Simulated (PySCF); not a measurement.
hydrogen chloride: gas-phase deprotonation enthalpies at several levels

Structure: `Cl` (HCl). Non-hydrogen atoms are numbered in `[ClH:1]`.

All levels share the PBE0-D3(BJ)/ma-def2-SVP structures and the PBE0-D3(BJ)/ma-def2-SVP thermal terms; only the single-point energies (PySCF) change. Values are gas-phase deprotonation enthalpies (298 K, kJ/mol).

```jsonl
{"level": "HF/aug-cc-pVTZ", "Cl1": "1387", "abs. error": "8.0", "time": "0.22 s"}
{"level": "MP2/aug-cc-pVTZ", "Cl1": "1388", "abs. error": "6.4", "time": "0.62 s"}
{"level": "ωB97X-D3(BJ)/ma-def2-TZVP", "Cl1": "1395", "abs. error": "0.1", "time": "–"}
{"level": "CCSD(T)/aug-cc-pVTZ", "Cl1": "1399", "abs. error": "3.8", "time": "3 s"}
{"level": "ATcT 1.112", "Cl1": "1395", "abs. error": "", "time": ""}
```

Times are wall times for all single points of a level on 1 thread of Arm Neoverse V2, a shared host; the dash marks the run that also made the structures.

Hartree-Fock leaves out electron correlation, so its deprotonation energies can be off by tens of kJ/mol.

The spread: 12 kJ/mol, from 1387 to 1399.
